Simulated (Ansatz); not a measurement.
# SiNH5 (SMILES [SiH3]N): MP2/def2-TZVP

What is the energy change on altering one bond length of SiNH5 at MP2/def2-TZVP? 

The results are computed with Ansatz 0.2.0.

55 further runs of the same task are left out: 55 set aside as unsound or not needed.

**1. The molecule**

SiNH5 has 7 atoms, charge 0, and is taken as a singlet. SMILES: `[SiH3]N`. The coordinates come from a PBE0-D4/def2-TZVP relaxation.

Bond lengths: Si1–N2 1.720 Å, Si1–H3 1.486 Å, Si1–H4 1.486 Å, Si1–H5 1.494 Å, N2–H6 1.007 Å, N2–H7 1.007 Å. Angles: Si1–N2–H6 119.6°, Si1–N2–H7 119.6°, N2–Si1–H3 107.9°, N2–Si1–H4 107.9°, N2–Si1–H5 116.0°, H6–N2–H7 110.7°, H3–Si1–H4 110.5°, H3–Si1–H5 107.3°, H4–Si1–H5 107.3°.

**2. The energy at MP2/def2-TZVP**

Input file in.yaml:

```yaml
crystal:
  periodic: [false, false, false]
  atoms:
    - {symbol: Si, position_ang: [-0.413010, -0.292700, -0.422350]}
    - {symbol: "N", position_ang: [0.611760, 0.348670, 0.801280]}
    - {symbol: H, position_ang: [-0.018320, -1.706330, -0.653330]}
    - {symbol: H, position_ang: [-1.813170, -0.217090, 0.068940]}
    - {symbol: H, position_ang: [-0.367930, 0.402730, -1.743970]}
    - {symbol: H, position_ang: [0.391580, 1.238230, 1.219480]}
    - {symbol: H, position_ang: [1.609100, 0.226510, 0.729930]}
basis:
  gaussian:
    orbitals: def2-TZVP
correlation:
  method: mp2
  frozen_orbitals: {H: 0, "N": 1, Si: 5}
accuracy: high
```

Run with:

```bash
ansatz run in.yaml --threads 1 --pin off --max-ram 3480MiB --events-out events.jsonl --progress --plain --runs-dir runs
```

Output:

```text
Warning: RAYON_NUM_THREADS=1 ignored (pool sized by the plan → 1); use --threads N
Functional definition: HF
  name "HF"
  exchange = exact_x
  correlation = 0
1820 factors; integrals over basis functions are off by at most 3.8e-9 eV
mean field evaluation 1: about -9422.2224 eV, gradient 3.3e1 eV
mean field evaluation 2: about -9422.2332 eV, gradient 3.3e1 eV
mean field evaluation 4: about -9424.5849 eV, gradient 2.5e0 eV
mean field evaluation 8: about -9424.6113 eV, gradient 3.8e-4 eV
mean field -9424.61127871 eV, -346.3480762616 hartree, gradient 6.9e-9 eV, S^2 0.000000; 0 other end points of the search recorded, 0 dependent functions left out
6 core orbitals not correlated: weight in the atoms' cores, before any rotation towards them, 1.000 or more for the frozen orbitals, at most 0.000 for the correlated occupied ones
reference -9424.61127871 eV, -346.3480762616 hartree; 7, 7 occupied and 85, 85 virtual orbitals, 1820 factors
second order -9.14044176 eV of doubles, -0.00000000 eV of singles
Total energy: -9433.75172047 eV, -346.6839813006 hartree
```

It took 2.1 s on 1 thread of Arm Neoverse V2, shared host; peak memory 0.22 GiB.

**3. The distorted shape, same level**

Input file molecule.yaml:

```yaml
crystal:
  periodic: [false, false, false]
  atoms:
    - {symbol: Si, position_ang: [-0.236860, -1.004374, -0.756922]}
    - {symbol: N, position_ang: [0.787910, -0.363004, 0.466708]}
    - {symbol: H, position_ang: [0.157830, -2.418004, -0.987902]}
    - {symbol: H, position_ang: [-1.637020, -0.928764, -0.265632]}
    - {symbol: H, position_ang: [-0.191780, -0.308944, -2.078542]}
    - {symbol: H, position_ang: [0.391580, 1.238230, 1.219480]}
    - {symbol: H, position_ang: [1.785250, -0.485164, 0.395358]}
basis:
  gaussian: {orbitals: def2-TZVP}
correlation: {method: mp2, frozen_orbitals: {H: 0, "N": 1, Si: 5}}
accuracy: high
```

Run with:

```bash
ansatz run molecule.yaml --threads 1 --pin off --max-ram 3480MiB --events-out events.jsonl --progress --plain --runs-dir runs
```

Output:

```text
Warning: RAYON_NUM_THREADS=1 ignored (pool sized by the plan → 1); use --threads N
[... 4 set-up lines as earlier in the session ...]
1836 factors; integrals over basis functions are off by at most 3.7e-9 eV
mean field evaluation 1: about -9416.2545 eV, gradient 3.6e1 eV
mean field evaluation 2: about -9416.2668 eV, gradient 3.6e1 eV
mean field evaluation 4: about -9419.9325 eV, gradient 3.2e0 eV
mean field evaluation 8: about -9420.0156 eV, gradient 1.2e-3 eV
mean field -9420.01559778 eV, -346.1791881026 hartree, gradient 2.7e-8 eV, S^2 0.000000; 0 other end points of the search recorded, 0 dependent functions left out; unrestricted orbitals would lower it
mean field evaluation 16: about -9420.2487 eV, gradient 1.3e1 eV
6 core orbitals not correlated: weight in the atoms' cores, before any rotation towards them, 1.000 or more for the frozen orbitals, at most 0.000 for the correlated occupied ones
reference -9420.01559778 eV, -346.1791881026 hartree; 7, 7 occupied and 85, 85 virtual orbitals, 1836 factors
second order -9.72950145 eV of doubles, -0.00000000 eV of singles
Total energy: -9429.74509923 eV, -346.5367406859 hartree
```

Wall time 2.5 s (1 thread of Arm Neoverse V2, shared host); peak memory 0.21 GiB.

**4. Outcome**

Level: MP2/def2-TZVP, 6 core orbitals frozen.

| quantity | value |
| --- | --- |
| first shape: total energy | -346.68398 Eh |
| first shape: correlation energy (6 core orbitals frozen) | -335.9 mEh |
| distorted shape: total energy | -346.53674 Eh |
| distorted shape: correlation energy (6 core orbitals frozen) | -357.6 mEh |
| energy change with the N2–H6 bond stretched from 1.007 to 1.813 Å | 4.007 eV |

What this shows: One bond (distorted shape) is far stretched, which a spin-restricted single reference describes badly; perturbation theory on it can break down and give far too much correlation. With the N2–H6 bond stretched from 1.007 to 1.813 Å the energy rises by 4.01 eV (387 kJ/mol). The first shape isn't relaxed at this level, so the change isn't measured from a minimum. A restricted reference can't describe the breaking bond well at this length. The restricted solution (distorted shape) is unstable to spin breaking: an unrestricted one lies lower.
